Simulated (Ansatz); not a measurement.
Mulliken charges of `CN[SiH2]` radical from r2SCAN/def2-TZVPP in Ansatz (PBE0-D4/def2-TZVP geometry).

```json
{"atom": "C1", "x (Å)": "-0.457", "y (Å)": "0.543", "z (Å)": "-0.986", "charge (e)": "-0.031"}
{"atom": "N2", "x (Å)": "0.351", "y (Å)": "0.374", "z (Å)": "0.201", "charge (e)": "-0.308"}
{"atom": "Si3", "x (Å)": "0.668", "y (Å)": "-1.140", "z (Å)": "0.954", "charge (e)": "0.189"}
{"atom": "H4", "x (Å)": "-1.200", "y (Å)": "-0.256", "z (Å)": "-1.036", "charge (e)": "0.053"}
{"atom": "H5", "x (Å)": "0.126", "y (Å)": "0.514", "z (Å)": "-1.915", "charge (e)": "0.060"}
{"atom": "H6", "x (Å)": "-1.000", "y (Å)": "1.492", "z (Å)": "-0.955", "charge (e)": "0.054"}
{"atom": "H7", "x (Å)": "1.017", "y (Å)": "1.118", "z (Å)": "0.346", "charge (e)": "0.135"}
{"atom": "H8", "x (Å)": "-0.640", "y (Å)": "-1.856", "z (Å)": "1.066", "charge (e)": "-0.078"}
{"atom": "H9", "x (Å)": "1.224", "y (Å)": "-0.836", "z (Å)": "2.308", "charge (e)": "-0.075"}
```

Q: By hand: the dipole of these point charges (1 e Å = 4.8032 D).

A: Σ q r = (0.018, 0.109, -0.282) e Å, of length 0.303 e Å = 1.46 D.

Q: How does the dipole of the full density compare? (An estimate is asked.)

A: Ansatz gave: (-0.006, 0.299, -0.209) e Å, 1.75 D; the point charges give 0.83 times that, at 34° from its direction.

Point charges leave out the atoms' own dipoles, such as those of lone pairs, and Mulliken's split depends on the basis, so the two needn't agree.
